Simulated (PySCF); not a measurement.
Q: Give a PBE0-D3(BJ)/def2-SVP geometry of `CP(C)(C)=N`.

A: 
```xyz
15
C3H10NP angstrom
C     -0.191    1.486   -1.126
P     -0.428    0.383    0.289
C     -1.298   -1.076   -0.405
C      1.244   -0.292    0.630
N     -1.142    1.208    1.419
H      0.305    0.977   -1.965
H      0.413    2.344   -0.799
H     -1.175    1.859   -1.442
H     -1.414   -1.834    0.385
H     -0.763   -1.524   -1.255
H     -2.301   -0.759   -0.725
H      1.698   -0.764   -0.255
H      1.885    0.531    0.979
H      1.174   -1.038    1.436
H     -1.328    0.686    2.273
```

Orientation and origin are arbitrary. Atoms count from 1 in this order. P2 (phosphorus bonded to 3 C and N) is distorted tetrahedral (angles from 102.1° to 118.3°). The C–P distances run from 1.810 Å (C1–P2, drawn single) to 1.835 Å (P2–C4, drawn single), a spread of 0.025 Å.

Bonds between heavy atoms (Å): C1–P2 1.810, P2–C3 1.835, P2–C4 1.835, P2=N5 1.571.

Computed, not measured: PBE0-D3(BJ)/def2-SVP geometry optimisation, gas phase in PySCF.

Point group: Cs (tolerance 0.08 Å). Stationary, but not proved a minimum.
